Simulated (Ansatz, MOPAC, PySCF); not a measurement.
Species: methanethiol, CH$_{4}$S (charge 0, singlet). SMILES: SC
Structure (B3LYP-D3(BJ)/def2-TZVP (Ansatz, a program for electronic structure) minimum search):
```
C
H 1 1.0879
H 1 1.0879 2 110.33
H 1 1.0886 2 108.79 3 -119.26
S 1 1.8231 2 111.32 4 -116.63
H 5 1.3429 1 97.06 2 -61.78
```

Quantity: enthalpy of formation at 298 K, in kcal/mol. Set-up: non-relativistic; spin-orbit terms left out; 6-311+G** with 5d, 6d on Na to Ar in Ansatz; valence correlation only; 6-31G* and kin with 6d, 5d where marked; open shells spin-unrestricted; LANL2DZ with its own core potentials from Na on; no dispersion term unless named. Basis-set limits of correlation are two-point, X^-3; Hartree-Fock from the larger set. First-principles rows: single points at B3LYP-D3(BJ) geometries (Ansatz), with unscaled harmonic terms from B3LYP/6-31G* at its own minima, enthalpies of formation by atomisation with measured atoms. Semi-empirical rows: MOPAC heats of formation at their own minima for 298 K.

Measured values: G2/97 table in ASE (Curtiss et al.); they hold spin-orbit and core effects, anharmonicity. 

Value to compare with, the measured value: -5.5 kcal/mol.

| level | program | enthalpy of formation at 298 K (kcal/mol) | error |
|---|---|---|---|
| AM1 | MOPAC | -4.4 | 1.1 |
| PM6 | MOPAC | -3.4 | 2.1 |
| MNDO | MOPAC | -7.3 | -1.8 |
| HF/6-311+G** | Ansatz | 122.1 | 127.6 |
| PBE/3-21G | Ansatz | 6.0 | 11.5 |
| PBE/6-31G* | Ansatz | -7.1 | -1.6 |
| PBE/def2-SVP | Ansatz | -7.6 | -2.1 |
| BLYP/6-31G* | Ansatz | 3.9 | 9.4 |
| BP86/6-31G* (5d) | PySCF | -15.0 | -9.5 |
| B3LYP/LANL2DZ | Ansatz | 23.2 | 28.7 |
| B3LYP/6-31G* | Ansatz | 0.7 | 6.2 |
| B3LYP/6-311+G** | Ansatz | 1.8 | 7.3 |
| MP2/3-21G | Ansatz | 83.6 | 89.1 |
| MP2/6-311+G** | Ansatz | 23.6 | 29.1 |
| PBE/def2-TZVPD | Ansatz | -9.1 | -3.6 |
| M06-2X/def2-TZVPD | PySCF | -4.0 | 1.5 |
| wB97X-V/def2-TZVPD | Ansatz | -6.5 | -1.0 |
| CCSD(T)/CBS(cc-pV(T+d)Z,cc-pV(Q+d)Z) | Ansatz | -5.8 | -0.3 |

Among the 14 habitual levels, HF/6-311+G** lies farthest from the measured value (127.6 kcal/mol); 10 of 14 lie above it, and their mean absolute error is 23.4 kcal/mol, the median 8.3. One case shows no general order.

The levels are drawn from those run, B3LYP/6-31G* more often than the rest, none by its result; runs whose electronic state is in doubt are left out.
